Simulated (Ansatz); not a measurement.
# H2N2Si: the cost of one run

Program: Ansatz 0.2.0. Level of theory: MP2 on Hartree-Fock, Gaussian basis cc-pV(T+d)Z. These are calculated values, not measurements.

### Step 1. Starting point

Bond lengths: Si1–N2 1.683 Å, Si1–N3 1.623 Å, N2–H4 1.019 Å, N2–H5 1.042 Å. Angles: Si1–N2–H4 123.3°, Si1–N2–H5 123.6°, H4–N2–H5 113.0°, N2–Si1–N3 133.2°.

As a file:

```xyz
5

Si    0.0162   -0.0061   -0.0053
N    -0.0107    0.0087    1.6770
N     1.2174   -0.0076   -1.0968
H    -0.0025    0.8646    2.2294
H    -0.0032   -0.8538    2.2613
```

### Step 2. Relaxing the atoms: H2N2Si

The input, input.yaml:

```yaml
relax:
  f_tol: 0.001
  max_steps: 200
crystal:
  periodic: [false, false, false]
  atoms:
    - { symbol: Si, position_ang: [0.016243, -0.006118, -0.005282] }
    - { symbol: "N", position_ang: [-0.01073, 0.008654, 1.676985] }
    - { symbol: "N", position_ang: [1.217448, -0.007612, -1.09681] }
    - { symbol: H, position_ang: [-0.002494, 0.864621, 2.229399] }
    - { symbol: H, position_ang: [-0.003224, -0.853841, 2.261338] }
basis:
  gaussian: { orbitals: "cc-pV(T+d)Z.json" }
hamiltonian:
  xc: hf
correlation:
  method: mp2
```

Started as:

```
> ansatz run input.yaml --threads 4 --pin off --max-ram 8192MiB --backend cpu --events-out ev --progress --plain --runs-dir out
```

**Question.** How long does this run take on 4 threads of AMD EPYC 7R43 (Zen 3), shared host, and how much memory does it need?

About 30 s, with a peak of 0.27 GiB.
